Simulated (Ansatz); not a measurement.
# Be2− (doublet): r2SCANh, CAM-B3LYP over a scan of the distance Be1–Be2, aug-cc-pVDZ

How well do these functionals follow the top wave-function level for Be2− (doublet) over a scan of the distance Be1–Be2?

Computed with Ansatz 0.2.0, Gaussian basis. Level: aug-cc-pVDZ, all electrons in the functionals.

The runs, in order: r2SCANh, CAM-B3LYP, at 1.707 Å; 1.935 Å; 2.173 Å; 2.336 Å; 2.662 Å; 2.924 Å; 3.554 Å; 3.999 Å; 4.859 Å; 5.816 Å; 7.523 Å.

10 further runs of the same task are left out: 7 that didn't finish, 3 set aside as unsound or not needed.

## 1. The geometry

The geometry derives from a PBE0/def2-TZVPD stationary point (not a proven minimum). One bond is set to the value named and the two fragments are kept rigid.

2 atoms, charge -1, spin multiplicity 2.

Atoms are counted from 1 here; the program's logs count them from 0.

No contacts short enough for the rule that draws bonds.

Geometry (Å):

```xyz
2

Be    0.0000    0.0000    0.0000
Be    0.0000    0.0000    2.1728
```

No dispersion term is added.

The geometry shown and the zero of energy belong to the point 2.173 Å. The yardstick, FCI, and other wave-function levels (R restricted, U unrestricted, valence and pair active spaces) come from earlier runs.

## 2. r2SCANh, 1.707 Å

in.yaml

```yaml
crystal:
  periodic: [false, false, false]
  atoms:
    - {symbol: Be, position_ang: [0.000000, 0.000000, 0.000000]}
    - {symbol: Be, position_ang: [0.000000, 0.000000, 1.707000]}
basis:
  gaussian: {orbitals: aug-cc-pVDZ}
total_charge: -1
magnetization: {spin_polarized: true, initial_magnetization: 1}
hamiltonian: {xc: {name: r2SCANh}}
```

Command:

```console
> ansatz run in.yaml --threads 1 --pin off --events-out ev --progress --plain --max-ram 2393MiB
```

After this run come: r2SCANh, 1.935 Å; r2SCANh, 2.173 Å; r2SCANh, 2.336 Å; r2SCANh, 2.662 Å; r2SCANh, 2.924 Å; r2SCANh, 3.554 Å; r2SCANh, 3.999 Å; r2SCANh, 4.859 Å; r2SCANh, 5.816 Å; r2SCANh, 7.523 Å; CAM-B3LYP, 1.707 Å; CAM-B3LYP, 1.935 Å; CAM-B3LYP, 2.173 Å; CAM-B3LYP, 2.336 Å; CAM-B3LYP, 2.662 Å; CAM-B3LYP, 2.924 Å; CAM-B3LYP, 3.554 Å; CAM-B3LYP, 3.999 Å; CAM-B3LYP, 4.859 Å; CAM-B3LYP, 5.816 Å; CAM-B3LYP, 7.523 Å.

**Question.** What will the summary of the whole plan be? Wanted: span of the FCI curve; largest miss, r2SCANh; largest miss, CAM-B3LYP.

**Answer**, as computed:

```
               quantity                   value
  span of the FCI curve            104.7 kJ/mol
  largest miss, r2SCANh  +25.2 kJ/mol (4.859 Å)
largest miss, CAM-B3LYP  -26.0 kJ/mol (1.707 Å)
```

What this shows: Of the functionals, r2SCANh keep the smallest largest miss at the points compared (at most 25.2 kJ/mol) and CAM-B3LYP strays most (26.0 kJ/mol, at 1.707 Å). r2SCANh, CAM-B3LYP clearly break the spin symmetry at some points (⟨S²⟩ up to 0.88 above the pure value), so energy there is bought with a mixed spin. Functionals and the yardstick converge differently with the basis, so part of each miss in aug-cc-pVDZ is the basis.
